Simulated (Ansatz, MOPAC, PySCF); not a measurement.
Species: C2H3O (charge 0, doublet). SMILES: [CH2]C=O
Geometry from a B3LYP-D3(BJ)/def2-TZVP (Ansatz, a first-principles code) optimisation:
```
C
O 1 1.2320
H 1 1.1046 2 120.09
C 1 1.4198 3 116.82 2 -180.00
H 4 1.0821 1 121.11 3 0.00
H 4 1.0821 5 119.53 1 180.00
```
Charge 0, spin multiplicity 2.

Unscaled harmonic wavenumbers (cm⁻¹) in rising order, each level at the stationary point that it reaches from this structure (no distance between atoms moves by over 0.3 Å); the order of modes can differ between levels, and a negative number is imaginary. B3LYP-D3(BJ)/def2-TZVP (PySCF, at the structure above): 446, 509, 763, 980, 981, 1161, 1399, 1476, 1551, 2940, 3146, 3258.

AM1 (MOPAC): 224, 519, 790, 958, 1008, 1276, 1357, 1417, 1888, 3093, 3212, 3224. Zero-point energy 27.1 against 26.6 kcal/mol; where all levels lie over 400 cm⁻¹, the wavenumbers are on average 1.034 times those of B3LYP-D3(BJ)/def2-TZVP.

PM6 (MOPAC): 134, 482, 812, 958, 977, 1199, 1278, 1310, 1676, 2652, 2731, 2771. Zero-point energy 24.3 against 26.6 kcal/mol; where all levels lie over 400 cm⁻¹, the wavenumbers are on average 0.956 times those of B3LYP-D3(BJ)/def2-TZVP.

HF/3-21G (Ansatz): 529, 609, 902, 1028, 1046, 1206, 1293, 1551, 1626, 3298, 3332, 3434. Zero-point energy 28.4 against 26.6 kcal/mol; where all levels lie over 400 cm⁻¹, the wavenumbers are on average 1.072 times those of B3LYP-D3(BJ)/def2-TZVP.

HF/6-31G* (Ansatz): 531, 540, 789, 1018, 1060, 1220, 1417, 1558, 1614, 3251, 3344, 3451. Zero-point energy 28.3 against 26.6 kcal/mol; where all levels lie over 400 cm⁻¹, the wavenumbers are on average 1.055 times those of B3LYP-D3(BJ)/def2-TZVP.
